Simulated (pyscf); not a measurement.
F–SiH₂–O–SiH₃ + H₂ -> F–SiH₂–O–SiH₃ + H₂ (four-centre exchange; singlet surface; H–Si, H–H broken, H–Si, H–H formed). Optimised with ωB97X-D3(BJ)/def2-SVP in PySCF. Energies in kJ/mol from the separated reactants.

```json
[
 {"level": "PBE/def2-TZVP", "barrier": "218.5", "reaction energy": "0.0"},
 {"level": "r²SCAN/def2-TZVP", "barrier": "228.1", "reaction energy": "0.0"},
 {"level": "B3LYP-D3(BJ)/def2-TZVP", "barrier": "___", "reaction energy": "0.0"},
 {"level": "PBE0-D3(BJ)/def2-TZVP", "barrier": "228.9", "reaction energy": "0.0"},
 {"level": "M06-2X/def2-TZVP", "barrier": "___", "reaction energy": "0.0"},
 {"level": "HF/def2-TZVP", "barrier": "325.1", "reaction energy": "0.0"}
]
```

Complete the blanks.


- B3LYP-D3(BJ)/def2-TZVP, barrier: 249.2
- M06-2X/def2-TZVP, barrier: 261.1

The functionals in the table span 42.6 kJ/mol in this barrier, from PBE to M06-2X. At the saddle there is also a short H–Si contact that neither side keeps. The same reactants have a lower exit, to F–SiH₃ + HO–SiH₃ (barrier +221.5 kJ/mol at ωB97M-D3(BJ)/def2-TZVP, against +248.0 kJ/mol here). This is the saddle that the search found; another between the same sides may lie lower.
